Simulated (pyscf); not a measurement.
## Substitution at O: Cl–SiH•–Cl + H₂O → HO–SiH(Cl)–Cl + H•

Gas phase, doublet surface, charge 0. Bonds broken: O5–H6. Bonds formed: Si2–O5. Optimised with ωB97X-D3(BJ)/def2-SVP in PySCF.

Transition state (Å):

```xyz
7

Cl    -0.7213     0.5584     1.7847
Si    -1.5454     0.2226    -0.0851
Cl    -2.0419    -1.7765    -0.3032
H     -2.8129     0.9772    -0.1283
O     -0.7191     1.0415    -1.5032
H     -0.8817     1.8993    -2.3252
H      0.1780     0.6857    -1.6693
```

One imaginary mode, 1897i cm⁻¹; descent along it reached the two sides named, in the forms told below.

```json
[
 {"bond": "O5–H6", "change": "breaks", "reactant side (Å)": "0.970", "saddle": "1.199", "product side": "3.3"},
 {"bond": "Si2–O5", "change": "forms", "reactant side (Å)": "2.7", "saddle": "1.834", "product side": "1.642"}
]
```

Electronic energies relative to the separated reactants (kcal/mol):

```
level                   barrier  reaction energy  reverse barrier
----------------------  -------  ---------------  ---------------
ωB97X-D3(BJ)/def2-TZVP     23.1            -11.1             34.2
PBE/def2-TZVP              12.7             -5.6             18.3
r²SCAN/def2-TZVP           14.5             -8.0             22.4
B3LYP-D3(BJ)/def2-TZVP     16.7             -6.7             23.4
PBE0-D3(BJ)/def2-TZVP      17.3             -8.3             25.6
M06-2X/def2-TZVP           20.2            -10.4             30.6
ωB97M-D3(BJ)/def2-TZVP     19.7            -11.0             30.7
HF/def2-TZVP               39.6            -14.3             53.9
```

With ωB97M-D3(BJ)/def2-TZVP energies and thermal terms (ideal gas, 1 atm, RRHO with modes under 100 cm⁻¹ raised to 100, one conformer, R ln 2 for rigid chiral ones), in kcal/mol:

```
T (K)   ΔH‡   ΔG‡     ΔH     ΔG
-----  ----  ----  -----  -----
298    15.8  26.0  -14.6  -11.1
600    16.5  36.1  -13.4   -7.9
900    17.6  45.6  -12.0   -5.4
1200   18.6  54.8  -10.6   -3.4
```

On the reactant side the descent ends in a complex (not fully relaxed), 5.1 kcal/mol under the separated species and 28.2 kcal/mol under the saddle at ωB97X-D3(BJ)/def2-TZVP. One saddle was located; it need not be the lowest between these sides. The angle at the attacked O is 142°.
